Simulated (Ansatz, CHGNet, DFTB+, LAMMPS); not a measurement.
## LA phonon frequency at L of diamond: levels of theory against measurement

Reference value: 1029 cm⁻¹ (measured, temperature not stated, no zero-point or thermal correction, our sources range from 1007 to 1034; as tabulated in arXiv:cond-mat/0412643).

| level (code) | value (cm⁻¹) | cell (Å³/atom) | difference (%) |
|---|---|---|---|
| LCBOP C.lcbop (LAMMPS) | 966 | 5.66 | -6.1 |
| DFTB cp2k-nonscc (DFTB+) | 1086 | 5.68 | +5.5 |
| CHGNet-r²SCAN | 760 | 5.64 | -26 |
| LDA (Ansatz) | 1077 | 5.51 | +4.7 |
| BLYP (Ansatz) | 1000 | 5.82 | -2.8 |
| PBE (Ansatz) | 1039 | 5.70 | +1.0 |
| revPBE (Ansatz) | 1029 | 5.76 | 0.0 |
| RPBE (Ansatz) | 1025 | 5.78 | -0.4 |
| PBE-D3(BJ) (Ansatz) | 1059 | 5.63 | +2.9 |
| r²SCAN+rVV10 (Ansatz) | 1064 | 5.63 | +3.4 |
| HSE06 (Ansatz) | 1089 | 5.57 | +5.8 |
| PBE0 (Ansatz) | 1091 | 5.57 | +6.0 |

Once the reference is moved by up to 3.0 % (a margin picked here for doubts on the reference and the settings, and for temperature and zero-point motion) and values within 1.0 % count as equal, the nearest can be revPBE (0.0 %), RPBE (-0.4 %), PBE (+1.0 %), BLYP (-2.8 %), PBE-D3(BJ) (+2.9 %) or r²SCAN+rVV10 (+3.4 %). Farthest off among them: CHGNet-r²SCAN (-26 %). Within 10 %: LCBOP C.lcbop, DFTB cp2k-nonscc, LDA, BLYP, PBE, revPBE, RPBE, PBE-D3(BJ), r²SCAN+rVV10, HSE06, PBE0.

The measured value isn't corrected to a static lattice, so vibrations enter the comparison.  DFTB cp2k-nonscc: this tight-binding set is not self-consistent in the charges. PBE-D3(BJ): the dispersion coefficients are held fixed in the derivatives. Each level is taken at its own relaxed cell. Cutoffs and k meshes differ between the levels. Ansatz's density-functional and Hartree–Fock values are scalar-relativistic unless marked +SOC, with PAW data made under PBE.

Empirical potentials (LCBOP C.lcbop) are fitted to chosen data: where that held the value shown, agreement is built in, and what lay outside the fit can be far off. Machine-learned potentials (CHGNet-r²SCAN) are trained on DFT data: a solid inside that data is no test of them.

Differences are worked out from the printed values.

Ansatz is an electronic-structure program.
